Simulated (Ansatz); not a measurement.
# Cl2H2Si: the cost of one run

Program: Ansatz 0.2.0. Level of theory: the levels named in each step. These are calculated values, not measurements.

## 1. Starting point

Bond lengths: Cl1–Si2 2.009 Å, Si2–Cl3 2.009 Å, Si2–H4 1.455 Å, Si2–H5 1.455 Å. Angles: Cl1–Si2–Cl3 109.6°, Cl1–Si2–H4 108.7°, Cl1–Si2–H5 108.7°, Cl3–Si2–H4 108.7°, Cl3–Si2–H5 108.7°, H4–Si2–H5 112.5°.

Coordinates:

```xyz
5

Cl   -1.6340    0.3967   -0.0115
Si   -0.0173   -0.7958    0.0367
Cl    1.6497    0.3249   -0.0218
H    -0.0298   -1.5476    1.2821
H    -0.0399   -1.6589   -1.1342
```

## 2. A rough first relaxation, PBE-D4/def2-SVP

This run stands in another session on the same molecule. It ended at:

```xyz
5

Cl   -1.6892    0.4233   -0.0125
Si   -0.0173   -0.7967    0.0368
Cl    1.7060    0.3490   -0.0231
H    -0.0303   -1.5710    1.3164
H    -0.0405   -1.6853   -1.1661
```

## 3. Relaxation, B2PLYP/def2-TZVPP

input.yaml reads:

```yaml
crystal:
  periodic: [false, false, false]
  atoms:
    - { symbol: Cl, position_ang: [-1.68924069, 0.42330246, -0.01251192] }
    - { symbol: Si, position_ang: [-0.01732345, -0.7966732, 0.03675894] }
    - { symbol: Cl, position_ang: [1.70602554, 0.34899598, -0.02312871] }
    - { symbol: H, position_ang: [-0.03026835, -1.57098454, 1.3163627] }
    - { symbol: H, position_ang: [-0.04053305, -1.6853107, -1.16611101] }
basis:
  gaussian: { orbitals: def2-TZVPP }
hamiltonian:
  xc: { name: B2PLYP }
relax:
  f_tol: 0.002
  max_steps: 150
```

Command:

```bash
$ ansatz run input.yaml --threads 4 --pin off --max-ram 10240MiB --backend cpu --events-out ev --progress --plain --runs-dir out
```

What time and memory should one allow on 4 threads of Arm Neoverse V2, shared host?

About 28 s, with a peak of 0.51 GiB.
